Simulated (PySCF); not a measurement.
# C5H10O (allyl ethyl ether): the cost of one run

Programs: PySCF 2.14.0, with routines of our own; each step states its level. All values are computed. Atoms count from 0.

## (1) The system as given

16 atoms, charge 0, multiplicity 1; geometry from: GFN2-xTB.

## (2) Optimising the geometry at PBE0-D3(BJ)/def2-SVP

What the job is given:

```
{"job": {"xc": "PBE0", "basis": "def2-SVP", "d3": "d3bj", "grid": 2, "kind": "geom"}, "charge": 0, "multiplicity": 1}
C     -3.130958     0.139295     0.534562
C     -1.947276     0.647413     0.252274
C     -0.843578    -0.103973    -0.423106
O      0.382666     0.245710     0.174673
C      1.493587    -0.378438    -0.423725
C      2.751737     0.055968     0.310012
H     -3.382744    -0.881395     0.296368
H     -3.901327     0.723508     1.007143
H     -1.697782     1.668730     0.500666
H     -1.011136    -1.190661    -0.353698
H     -0.821967     0.162224    -1.496753
H      1.553139    -0.095994    -1.488252
H      1.381555    -1.474103    -0.373580
H      2.857149     1.135816     0.255454
H      3.623015    -0.412961    -0.138908
H      2.686321    -0.232194     1.355460
```

Started as:

```bash
$ OMP_NUM_THREADS=1 python excited_run.py task.json out
```

This one command runs all jobs of the session in turn.

**Question.** How long does this first job take on 1 thread of Intel Xeon Platinum 8488C, shared host, and how much memory does it need?

About 44 s, with a peak of 0.68 GiB.
